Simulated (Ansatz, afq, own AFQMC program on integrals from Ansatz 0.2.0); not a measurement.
# AlSiH (triplet): AFQMC on the coupled-cluster ladder at distance Si1–Al2 = 1.836 Å, 6-31G

An exercise on one series of results from a longer session: the logs are not shown, and one member is left open.

Program: Ansatz 0.2.0, Gaussian basis, and an in-house AFQMC program (afq) on its integrals; all values are calculated. Level of theory: 6-31G, frozen cores. These are calculated values, not measurements.

The runs, in order: Full CI; PBE (unrestricted); r2SCAN (unrestricted); PBE0 (unrestricted); B3LYP (unrestricted); CCSD(T) on ROHF; wB97M-V (unrestricted); B2PLYP (unrestricted); Full CI; Full CI (quintet); CCSDT(Q) on ROHF; CCSDTQ on ROHF; Phaseless AFQMC, CISD trial on ROHF; CCSD(T) on UHF; Full CI in the symmetry of the determinant; Full CI; CCSDT(Q) on UHF; CCSDTQ on UHF; Phaseless AFQMC, CISD trial on UHF.

6 further runs of the same task are left out: 6 that didn't finish.

## The system

The geometry derives from a PBE0/def2-TZVP stationary point (not a proven minimum). One bond is set to the value named and the two fragments are kept rigid.

3 atoms, charge 0, spin multiplicity 3.

Atoms are counted from 1 here; the program's logs count them from 0.

Bond lengths: Si1–Al2 1.836 Å, Al2–H3 1.599 Å. Angles: Si1–Al2–H3 180.0°.

Geometry (Å):

```
Si    0.0000    0.0000    1.7570
Al    0.0000    0.0000   -0.0790
H     0.0000    0.0000   -1.6779
```

The first run:

File in.yaml:

```yaml
crystal:
  periodic: [false, false, false]
  atoms:
    - {symbol: Si, position_ang: [0.000000, 0.000000, 1.756955]}
    - {symbol: Al, position_ang: [0.000000, 0.000000, -0.079045]}
    - {symbol: H, position_ang: [0.000000, 0.000000, -1.677911]}
basis:
  gaussian: {orbitals: 6-31G}
magnetization: {spin_polarized: false, initial_magnetization: 2}
correlation: {method: fci, electrons: outside_noble_gas}
```

On the command line:

```sh
ansatz run in.yaml --threads 1 --pin off --events-out ev --progress --plain --max-ram 24576MiB --backend cuda --devices 0, --max-vram 18GiB
```

Among the steps run: Full CI; PBE (unrestricted); r2SCAN (unrestricted); PBE0 (unrestricted); B3LYP (unrestricted); CCSD(T) on ROHF; wB97M-V (unrestricted); B2PLYP (unrestricted); Full CI (quintet); CCSDT(Q) on ROHF; CCSDTQ on ROHF; Phaseless AFQMC, CISD trial on ROHF; CCSD(T) on UHF; Full CI in the symmetry of the determinant; CCSDT(Q) on UHF; CCSDTQ on UHF; Phaseless AFQMC, CISD trial on UHF.

One table of the session follows, with a row left open; its other results are not shown here.

On the ROHF determinant, counted from full CI (exact for this spin and basis):

| level | from full CI (meV) |
| --- | --- |
| HF | +2344.2 |
| MP2 | +689.3 |
| CCSD | +79.8 |
| CCSD(T) | ? |
| CCSDT(Q) | +1.1 |
| CCSDTQ | +0.4 |
| full CI | 0.0 |
| Phaseless AFQMC, CISD trial, step 0.005, 4000 walkers | +8.7 |

Q: Estimate the row for CCSD(T) from the others.

**Answer.** from full CI (meV): +25.2. In the column «from full CI (meV)» it lies between Phaseless AFQMC, CISD trial, step 0.005, 4000 walkers (+8.7) and CCSD (+79.8).
